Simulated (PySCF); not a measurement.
FH, SMILES F. Geometry: B3LYP-D3(BJ)/def2-TZVPD.

PySCF with TDA-LC-ωPBE/def2-TZVPD puts the lowest singlet excitations at 10.16, 10.16, 13.06, 13.07, 13.07, 13.10 eV and the lowest triplet (TDA) at 9.60 eV.

Task: What are the lowest singlet roots from PySCF 2.14.0 with EOM-CCSD/aug-cc-pVDZ? (An estimate is asked for; the answer gives what the named calculation found.)

Result: 10.22, 10.22, 14.00, 14.00, 14.38, 15.00 eV; triplets 9.81, 9.81, 13.26 eV. S1 differs by 0.07 eV (second minus first; roots are paired by order, and the bases may differ).
